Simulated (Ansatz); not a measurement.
Correlation energies of `[SH][AlH][SH]` by basis set

Cartesian coordinates in Å:
```
S 1.738 -1.193 -0.054
Al -0.015 0.090 0.102
S -1.508 -0.139 -1.467
H 2.280 -0.682 1.065
H -0.193 1.121 1.281
H -2.300 0.803 -0.927
```

The species carries charge 0 and has multiplicity 1. The structure was optimised at the PBE0-D4/def2-TZVP level. It is one conformer, not always the lowest. Frozen core, restricted reference, Ansatz. CBS rows extrapolate triple and quadruple zeta.

| basis | HF (Eh) | MP2 corr. |
| --- | --- | --- |
| def2-TZVPP | -1038.85278 | -0.43266 |
| def2-QZVPP | -1038.88216 | -0.47092 |

(1) Estimate the CCSD correlation energy and the (T) correction in each basis where they were run (hartree).

Results:

(1) 
```csv
basis,CCSD corr.,(T)
def2-TZVPP,-0.47902,-0.02117
def2-QZVPP,-0.51204,-0.02456
CBS(def2),-0.53650,-0.02708
```
